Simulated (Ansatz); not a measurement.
Worked example: correlation energy of HSiSe, quartet

Geometry: a PBE0/def2-TZVP stationary point for this spin, not checked as a minimum.

```xyz
3

Si    0.0000   -0.1022    1.6811
Se    0.0000    0.0211   -0.6290
H     0.0000    1.1938    2.4308
```

Basis cc-pVDZ; Ansatz 0.2.0. Only valence electrons are correlated (noble-gas cores and the filled d shells of p-block atoms frozen), which leaves 11 electrons in 31 orbitals. Prefix R: restricted or restricted open-shell reference; prefix U: unrestricted. No spin–orbit coupling is included, and no scalar relativity.

Full CI isn't at hand for all of this; UCCSDT(Q) serves as the reference, and is uncertain by about the last step of the cluster series.

Runs differ by some tens of microhartree through their thresholds and, for an open shell, their frozen cores, so steps under 0.03 kcal/mol mean nothing.

```json
{"level": "UHF", "total energy (hartree)": "-2689.263735"}
{"level": "UMP2", "total energy (hartree)": "-2689.414399"}
{"level": "UCCSD", "total energy (hartree)": "-2689.445598"}
{"level": "UCCSD(T)", "total energy (hartree)": "-2689.450724"}
{"level": "UCCSDT", "total energy (hartree)": "-2689.451901"}
{"level": "UCCSDT(Q)", "total energy (hartree)": "-2689.452268"}
```

What is the correlation energy at UCCSDT(Q), and what share of it do UMP2 and UCCSDT recover?

E(corr) = -2689.452268 − (-2689.263735) = -0.188533 hartree = -5.130 eV. UMP2: -0.150664 / -0.188533 = 79.91 %. UCCSDT: -0.188166 / -0.188533 = 99.81 %.

By how many kcal/mol does UCCSD(T) miss UCCSDT(Q) (1 hartree = 627.509 kcal/mol), and which steps make up the rest?

-2689.450724 − (-2689.452268) = 0.001544 hartree = 0.97 kcal/mol. Steps: UCCSDT − UCCSD(T) = -0.74, UCCSDT(Q) − UCCSDT = -0.23 kcal/mol. Differences between like states or geometries often cancel part of this.
